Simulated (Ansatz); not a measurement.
# BCl2(SiH3) (BCl₂H₃Si): geometry, orbitals and charge

Aim: characterise BCl2(SiH3) (BCl₂H₃Si) as a singlet: its structure, frontier levels and distribution of charge.

The runs use Ansatz 0.2.0, Gaussian basis; RKS PBE0-D4/def2-TZVP.

Levels to be run: relaxation at PBE-D4/def2-SVP; a search for the lowest solution at PBE0-D4/def2-SVP; a single point at PBE0-D4/def2-TZVP.

**1. Where the work starts**

7 atoms, charge 0, spin multiplicity 1.

Atoms are counted from 1 here; the program's logs count them from 0.

Bond lengths: B1–Cl2 1.723 Å, B1–Cl3 1.722 Å, B1–Si4 1.995 Å, Si4–H5 1.465 Å, Si4–H6 1.465 Å, Si4–H7 1.467 Å. Angles: Cl2–B1–Cl3 116.4°, Cl2–B1–Si4 121.7°, Cl3–B1–Si4 121.9°, B1–Si4–H5 112.4°, B1–Si4–H6 112.3°, B1–Si4–H7 111.2°, H5–Si4–H6 107.4°, H5–Si4–H7 106.6°, H6–Si4–H7 106.6°.

Geometry (Å):

```xyz
7
charge 0, multiplicity 1
B     0.5544    0.9677    0.0121
Cl    2.2768    1.0239    0.0338
Cl   -0.2595    2.4847   -0.0359
Si   -0.4390   -0.7623    0.0080
H    -1.7601   -0.6487    0.6309
H     0.2876   -1.8224    0.7113
H    -0.6602   -1.2428   -1.3602
```

The start is a GFN2-xTB geometry.

**2. Relaxation at PBE-D4/def2-SVP**

Input file in.yaml:

```yaml
crystal:
  periodic: [false, false, false]
  atoms:
    - {symbol: B, position_ang: [0.554390, 0.967680, 0.012110]}
    - {symbol: Cl, position_ang: [2.276820, 1.023870, 0.033760]}
    - {symbol: Cl, position_ang: [-0.259470, 2.484680, -0.035890]}
    - {symbol: Si, position_ang: [-0.439010, -0.762310, 0.007960]}
    - {symbol: H, position_ang: [-1.760140, -0.648710, 0.630900]}
    - {symbol: H, position_ang: [0.287620, -1.822410, 0.711320]}
    - {symbol: H, position_ang: [-0.660210, -1.242790, -1.360160]}
basis:
  gaussian: {orbitals: def2-SVP}
hamiltonian: {xc: pbe, dispersion: d4}
scf: {omitted_lower_state_checks: [starts]}
output: {orbitals: {seedname: orbitals}}
relax: {f_tol: 0.02, max_steps: 100}
```

Started as:

```sh
ansatz run in.yaml --threads 4 --pin off --events-out ev --progress --plain --max-ram 3916MiB
```

After this run come: Searching for the lowest solution, PBE0-D4/def2-SVP; Single point, PBE0-D4/def2-TZVP.

**Question.** What will the summary of the whole plan be? Wanted: point group; commonest bond, hydrogen aside; HOMO, LUMO at PBE0-D4/def2-TZVP; dipole at PBE-D4/def2-SVP.

**Answer**, as computed:

| quantity | value |
| --- | --- |
| point group | Cs |
| commonest bond, hydrogen aside | B–Cl, 2 of mean length 1.759 Å |
| HOMO, LUMO at PBE0-D4/def2-TZVP | -8.43, -2.28 eV |
| dipole at PBE-D4/def2-SVP | 0.05 D |

**Reading.** The molecule keeps its bonding pattern by the stored test; the atoms moved 0.05 Å (rms). No usable vibrations, so a minimum isn't proven. The HOMO lies nearest to B1 24 %; Cl2, Cl3 about 23 % each and the LUMO to B1 58 %; Cl2, Cl3 about 12 % each. The point group is read from a loosely relaxed geometry; soft torsions can leave it below the true symmetry.
